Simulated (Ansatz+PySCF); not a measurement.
## singlet CH₄: levels of theory in one basis

```xyz
5

C     0.0000    0.0000    0.0000
H     1.2680    1.2680    1.2680
H     0.6340   -0.6340   -0.6340
H    -0.6340    0.6340   -0.6340
H    -0.6340   -0.6340    0.6340
```

Basis set: 6-31G (spherical functions). Left uncorrelated: 1 orbital. Charge 0, multiplicity 1.

Computed with Ansatz (development build ahead of 0.2.0); each method stands on the lowest determinant of its kind that the runs found. NEVPT2 correlates all electrons. Active spaces start from the frontier orbitals, and the lowest solution found is given.

```tsv
method	E − E(RHF) (eV)	<S²> of the determinant
RHF	0.00	0.00
UHF	-1.31	0.81
UHF-MP2	-3.50	0.81
RHF-CCSD	-4.47	–
RHF-CCSD(T)	-4.63	–
UHF-CCSD(T)	-4.56	0.81
full CI (lowest root of this spin)	-4.63	–
CASSCF(8,8)	-3.69	–
CASSCF(2,2)	-1.90	–
SC-NEVPT2(8,8)	-4.45	–
SC-NEVPT2(2,2)	-4.13	–
```

(1) What does RHF-MP2 give on the same scale?

(2) Is a single determinant a sound starting point here?

Results:

(1) -3.33 eV.

At such a shape the full CI root can have another spatial symmetry than the determinants, so the rows needn't describe one state.

(2) It is doubtful. Unrestricted orbitals lower Hartree–Fock by 1.31 eV and <S²> is 0.81 where a pure state has 0.00, a sign of strong static correlation. The CASSCF(8,8) natural occupations are 1.98, 1.97, 1.97, 1.71, 0.29, 0.02, 0.02, 0.02. The CASSCF(2,2) natural occupations are 1.69, 0.31.

Caution for RHF, RHF-MP2, RHF-CCSD, RHF-CCSD(T): an unrestricted determinant lies well below. Caution for UHF, UHF-MP2, UHF-CCSD(T): the unrestricted determinant is a mixture of spin states. Caution for RHF-MP2, UHF-MP2, RHF-CCSD, RHF-CCSD(T), UHF-CCSD(T): large amplitudes, a single reference is doubtful. Caution for UHF-MP2, UHF-CCSD(T): a plain start can end on a higher determinant. Caution for RHF-CCSD(T): the amplitudes may be one of several solutions. Caution for UHF-CCSD(T): another reference gives a lower total.
